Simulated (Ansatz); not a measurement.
# BCl₂ (doublet): the correlation ladder at distance B1–Cl2 = 2.114 Å, cc-pVDZ

How much of the correlation energy of BCl₂ (doublet) does each wave-function method recover here?

Method: cc-pVDZ, core rule «outside noble gas», up to 11 orbitals frozen; program: Ansatz 0.2.0, Gaussian basis.

The runs, in order: UHF; CCSD(T) on ROHF; CCSD(T) on UHF; BCCD(T) on ROHF; CISD; CCSDT(Q) on ROHF; CCSDT(Q) on UHF; CASSCF and MRCISD+Q, 3 electrons in 3 orbitals; CASSCF and NEVPT2, 3 electrons in 3 orbitals; CASSCF and MRCISD+Q, 13 electrons in 10 orbitals; CASSCF and NEVPT2, 13 electrons in 10 orbitals.

36 further runs of the same task are left out: 12 for a known fault of the program, 1 for a mislabelled method, 18 that didn't finish, 5 set aside as unsound or not needed.

## 1. What is computed

The geometry derives from a PBE0/def2-TZVP stationary point (not a proven minimum). One bond is set to the value named and the two fragments are kept rigid.

3 atoms, charge 0, spin multiplicity 2.

Atoms are counted from 1 here; the program's logs count them from 0.

Bond lengths: B1–Cl3 1.720 Å.

## 2. UHF

File in.yaml:

```yaml
crystal:
  periodic: [false, false, false]
  atoms:
    - {symbol: B, position_ang: [0.000000, -0.762457, 0.151928]}
    - {symbol: Cl, position_ang: [0.000000, 0.206556, -1.726903]}
    - {symbol: Cl, position_ang: [0.000000, 0.025947, 1.680574]}
basis:
  gaussian: {orbitals: cc-pVDZ}
magnetization: {spin_polarized: true, initial_magnetization: 1}
hamiltonian: {xc: hf}
output: {orbitals: {seedname: orbitals}}
```

Started as:

```console
> ansatz run in.yaml --threads 1 --pin off --events-out ev --progress --plain --max-ram 2393MiB
```

After this run come: CCSD(T) on ROHF; CCSD(T) on UHF; BCCD(T) on ROHF; CISD; CCSDT(Q) on ROHF; CCSDT(Q) on UHF; CASSCF and MRCISD+Q, 3 electrons in 3 orbitals; CASSCF and NEVPT2, 3 electrons in 3 orbitals; CASSCF and MRCISD+Q, 13 electrons in 10 orbitals; CASSCF and NEVPT2, 13 electrons in 10 orbitals.

**Question.** What will the summary of the whole plan be? Wanted: UCCSDT(Q) below the RHF energy; RMP2 from UCCSDT(Q); UMP2 from UCCSDT(Q); RCCSD from UCCSDT(Q); RCCSD(T) from UCCSDT(Q); UCCSD(T) from UCCSDT(Q); RCCSDT(Q) from UCCSDT(Q); NEVPT2 pair from UCCSDT(Q); MRCISD+Q pair from UCCSDT(Q).

The runs gave:

| quantity | value |
| --- | --- |
| UCCSDT(Q) below the RHF energy | -10.1502 eV |
| RMP2 from UCCSDT(Q) | +1172.2 meV |
| UMP2 from UCCSDT(Q) | +1169.1 meV |
| RCCSD from UCCSDT(Q) | +357.6 meV |
| RCCSD(T) from UCCSDT(Q) | +60.1 meV |
| UCCSD(T) from UCCSDT(Q) | +60.0 meV |
| RCCSDT(Q) from UCCSDT(Q) | +5.4 meV |
| NEVPT2 pair from UCCSDT(Q) | +1201.2 meV |
| MRCISD+Q pair from UCCSDT(Q) | +228.9 meV |
| NEVPT2 valence from UCCSDT(Q) | +1468.9 meV |
| levels within 1 kcal/mol (43 meV) | RCCSDT, UCCSDT, RCCSDT(Q) |
| T1 diagnostic | 0.023 |
| effectively unpaired electrons | 1.02 |

**Reading.** RCCSD(T) misses by +60.1 meV, 0.6 % of the correlation energy. One determinant dominates. Of the multireference levels listed MRCISD+Q valence comes nearest in total energy (+115.5 meV), which doesn't show that its space is the better one. These misses are within one basis, not against nature; the frozen cores of restricted and unrestricted runs differ, which can shift their rows.
